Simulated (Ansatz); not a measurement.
AlBH$_{4}$S (`B[S][AlH2]`), relaxed with RKS PBE-D4/def2-SVP in the Gaussian-basis code of Ansatz from a rough embedded geometry. The force threshold is 0.03 eV/Å; the program also tests the step.

Charge 0, multiplicity 1.

Start:

```xyz
7

B    -1.256    0.156   -0.774
S     0.323   -0.627   -1.343
Al    1.240   -0.227    0.661
H    -2.067   -0.474   -0.318
H    -1.453    1.325   -1.008
H     1.130   -1.290    1.840
H     2.083    1.138    0.943
```

| step | energy (eV) | largest force (eV/Å) | largest move (Å) |
| --- | --- | --- | --- |
| 1 | -18157.8276 | 2.401 | 0.000 |
| 2 (rejected) | -18157.7730 | 1.367 | 0.195 |
| 3 | -18157.9680 | 0.744 | 0.096 |
| 4 | -18158.0127 | 0.371 | 0.100 |
| 5 | -18158.0787 | 0.405 | 0.147 |
| 6 | -18158.1762 | 0.775 | 0.196 |
| 7 | -18158.3089 | 0.717 | 0.200 |
| 8 | -18158.4678 | 0.545 | 0.197 |
| 9 | -18158.5847 | 0.349 | 0.200 |
| 10 | -18158.6440 | 0.202 | 0.200 |
| 11 | -18158.6481 | 0.173 | 0.057 |
| 12 | -18158.6510 | 0.071 | 0.044 |
| 13 | -18158.6529 | 0.099 | 0.068 |
| 14 | -18158.6559 | 0.266 | 0.195 |
| 15 | -18158.6588 | 0.170 | 0.022 |
| 16 | -18158.6691 | 0.091 | 0.121 |
| 17 | -18158.6696 | 0.056 | 0.023 |
| 18 | -18158.6719 | 0.026 | 0.062 |
| 19 | -18158.6724 | 0.068 | 0.064 |
| 20 | -18158.6725 | 0.038 | 0.032 |
| 21 | -18158.6729 | 0.006 | 0.011 |

End:

```xyz
7

B    -1.305    0.140   -0.845
S     0.374    0.748   -1.070
Al    1.328   -0.086    0.767
H    -1.621   -0.525    0.122
H    -2.106    0.429   -1.710
H     0.450   -0.941    1.785
H     2.880    0.236    0.951
```

Run time 22 s (2 threads of an Arm Neoverse V1 on a shared host); peak host memory 0.13 GiB.
